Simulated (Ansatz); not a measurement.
A calculation with Ansatz (development build ahead of 0.2.0).

```yaml
crystal:
  periodic: [false, false, false]
  atoms:
    - { symbol: S, position_ang: [-0.04386, 0.12261, -0.01782] }
    - { symbol: O, position_ang: [1.36961, 0.05202, 0.05819] }
    - { symbol: O, position_ang: [-0.69767, 1.22081, -0.06693] }
    - { symbol: O, position_ang: [-0.64063, -1.29157, 0.03277] }
basis:
  gaussian: { orbitals: def2-SVP }
hamiltonian:
  xc: hf
correlation:
  method: mp2
  frozen_orbitals: { O: 1, S: 5 }
```

The input is written out in the form of the current development build from the run's settings.

The run gave:

| Property | Result |
| --- | --- |
| Converged | yes |
| Reference energy | -621.61908 hartree |
| Correlation energy | -0.69020 hartree |
| Total energy | -622.30928 hartree |
| Spin squared of the determinant | 0.000 |

Caution: no unrestricted run beside it, a lower state can exist.
